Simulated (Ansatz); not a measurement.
A run of Ansatz (development build ahead of 0.2.0) on singlet C₄H₄O at this shape:

```json
{"atom": "O", "x (Å)": "1.2418", "y (Å)": "0.0000", "z (Å)": "0.0000"}
{"atom": "C", "x (Å)": "0.3810", "y (Å)": "1.1734", "z (Å)": "0.0000"}
{"atom": "C", "x (Å)": "-1.0350", "y (Å)": "0.7726", "z (Å)": "0.0000"}
{"atom": "C", "x (Å)": "-1.0350", "y (Å)": "-0.7726", "z (Å)": "0.0000"}
{"atom": "C", "x (Å)": "0.3810", "y (Å)": "-1.1734", "z (Å)": "0.0000"}
{"atom": "H", "x (Å)": "0.9232", "y (Å)": "2.2147", "z (Å)": "0.0000"}
{"atom": "H", "x (Å)": "-1.9660", "y (Å)": "1.4893", "z (Å)": "0.0000"}
{"atom": "H", "x (Å)": "-1.9660", "y (Å)": "-1.4893", "z (Å)": "0.0000"}
{"atom": "H", "x (Å)": "0.9232", "y (Å)": "-2.2147", "z (Å)": "0.0000"}
```

Its results:

```yaml
Converged: yes
Reference_energy: -228.55918 hartree
Correlation_energy: -0.74042 hartree
Total_energy: -229.29961 hartree
Spin_squared_of_the_determinant: 0.000
```

(1) Which input gives this output? Name the method, the orbitals and the basis set, and write the input.

Answers

(1) RHF-MP2 in cc-pVDZ. An unrestricted run that stays on the closed shell gives the same numbers.

```yaml
crystal:
  periodic: [false, false, false]
  atoms:
    - { symbol: O, position_ang: [1.24177, 0.0, 0.0] }
    - { symbol: C, position_ang: [0.38098, 1.17338, 0.0] }
    - { symbol: C, position_ang: [-1.03502, 0.77257, 0.0] }
    - { symbol: C, position_ang: [-1.03502, -0.77257, 0.0] }
    - { symbol: C, position_ang: [0.38098, -1.17338, 0.0] }
    - { symbol: H, position_ang: [0.92315, 2.21472, 0.0] }
    - { symbol: H, position_ang: [-1.96602, 1.48929, 0.0] }
    - { symbol: H, position_ang: [-1.96602, -1.48929, 0.0] }
    - { symbol: H, position_ang: [0.92315, -2.21472, 0.0] }
basis:
  gaussian: { orbitals: cc-pVDZ }
hamiltonian:
  xc: hf
correlation:
  method: mp2
  frozen_orbitals: { C: 1, H: 0, O: 1 }
```

Caution: in another basis set an unrestricted determinant lies well below.
